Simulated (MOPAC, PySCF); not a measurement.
Constitutional and geometric isomers with formula C2H2O. All species are isolated molecules in the gas phase. Strings in code marks are SMILES.

Quantity: vertical ionisation energy (energy after one electron is removed minus that of the parent at the parent's geometry), in eV.

Level 1: PBE-D3(BJ)/def2-TZVP // r2SCAN-D4/def2-TZVP (PySCF)
Level 2: PBE/6-31G* // r2SCAN-D4/def2-TZVP (PySCF)
Level 3: minus the HOMO energy of AM1 // r2SCAN-D4/def2-TZVP (MOPAC)
Level 4: minus the HOMO energy of PM7 // r2SCAN-D4/def2-TZVP (MOPAC)

```tsv
species	level 1	level 2	level 3	level 4
`C1=CO1`	8.58	8.27	9.71	?
`C=C=O`	9.72	9.50	?	?
`C#CO`	9.89	9.63	10.25	10.38
```

Task: Some entries are withheld; supply them.

Result: 
- `C1=CO1`, level 4: 9.46
- `C=C=O`, level 3: 9.51
- `C=C=O`, level 4: 9.87
